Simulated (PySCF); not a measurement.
Results of MP2 (PySCF, GTH pseudopotentials, Gaussian basis, DZ basis) for zinc-blende CdS (metastable phase).

The same calculation (at the measured cell, 24.617 Å³/atom) with different numerical settings:

| run | k mesh | correlation energy (eV/atom) | total energy (eV/atom) |
|---|---|---|---|
| 1 | 2×2×2 | -6.4825 | -781.8861 |
| 2 | 3×3×3 | -6.6734 | -782.0518 |
| 3 | 4×4×4 | -6.7317 | -782.0572 |

In the column correlation energy (eV/atom) the first row differs from the last by +0.2492 and the next to last by +0.0583.

The last row is no converged limit: other settings stay fixed.
